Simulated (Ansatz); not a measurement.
This Ansatz (a program for electronic structure) input (B2PLYP/def2-SVPD) gives -40.43157 Eh with 52 basis functions.

Ansatz 0.2 input:
```yaml
crystal:
  periodic: [false, false, false]
  atoms:
    - {symbol: C, position_ang: [-0.00000000, 0.00000000, -0.00000000]}
    - {symbol: H, position_ang: [0.62054657, 0.62688914, 0.63896175]}
    - {symbol: H, position_ang: [-0.64285838, -0.62489528, 0.61852983]}
    - {symbol: H, position_ang: [0.63693263, -0.63278043, -0.61664082]}
    - {symbol: H, position_ang: [-0.61462083, 0.63078657, -0.64085076]}
basis:
  gaussian:
    orbitals: def2-SVPD
hamiltonian:
  xc: {name: B2PLYP}
magnetization: {spin_polarized: false}
correlation: {electrons: outside_noble_gas}
```

Change:
```diff
- orbitals: def2-SVPD
+ orbitals: aug-cc-pVQZ
```

Question: What does the run give now?

Answer: -40.49322 Eh (B2PLYP/aug-cc-pVQZ, 264 functions), a change of -61.65 mEh.
